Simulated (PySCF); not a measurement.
Field gradients at the hydrogen positions

Compound: C4H7P.
Numbering: `[CH2:1]=[P:2]/[CH:3]=[CH:4]\[CH3:5]` (hydrogens: H6, H7 on C1; H8 on C3; H9 on C4; H10, H11, H12 on C5)

Structure used (PBE0-D3(BJ)/def2-SVP), in Å, numbered top down from 1:
```xyz
12
C4H7P angstrom
C      2.7362   -0.2046   -0.4205
P      1.1917   -0.8254   -0.3425
C      0.2396    0.6035    0.2328
C     -1.0889    0.5800    0.4430
C     -2.0099   -0.5767    0.2519
H      3.5536   -0.8514   -0.7540
H      3.0097    0.8254   -0.1628
H      0.7822    1.5388    0.4200
H     -1.5623    1.5067    0.7944
H     -2.5322   -0.8146    1.1936
H     -2.7937   -0.3294   -0.4835
H     -1.4872   -1.4805   -0.0915
```

Level: PBE0/pcSseg-1 (PySCF, non-relativistic); Q(2H) = 0.00286 b; rigid geometry, the same for H and D, with no vibrational averaging.

Problem. Rank these positions by the coupling χzz of a deuteron there, largest first.
A. H9 (vinylic hydrogen)
B. H6 (hydrogen on carbon)
C. H8 (vinylic hydrogen)

Solution. B (207 kHz), C (202 kHz), A (197 kHz).

Problem. Give the electric field gradient Vzz (the principal value of largest size), its asymmetry and the 2H coupling at each hydrogen.

Solution. 
```csv
atom,bonded to,bond length (Å),Vzz (au),η,χzz (kHz)
H6,C1,1.094,0.3081,0.06,207
H7,C1,1.096,0.3060,0.05,206
H8,C3,1.097,0.3001,0.07,202
H9,C4,1.098,0.2936,0.05,197
H10,C5,1.103,0.2881,0.03,194
H11,C5,1.103,0.2881,0.03,194
H12,C5,1.099,0.2881,0.05,194
```

Problem. How does χzz go with the bond length over the 7 C–H bonds?

Solution. A straight-line fit has a slope of -16.6 kHz for each 0.01 Å, with a correlation coefficient of -0.89, over lengths from 1.094 to 1.103 Å. The longer bonds have the smaller couplings here.

The structure is a single PBE0-D3(BJ)/def2-SVP conformer in the gas phase; no vibrational or solvent corrections. A larger basis could move these couplings by a tenth or more.
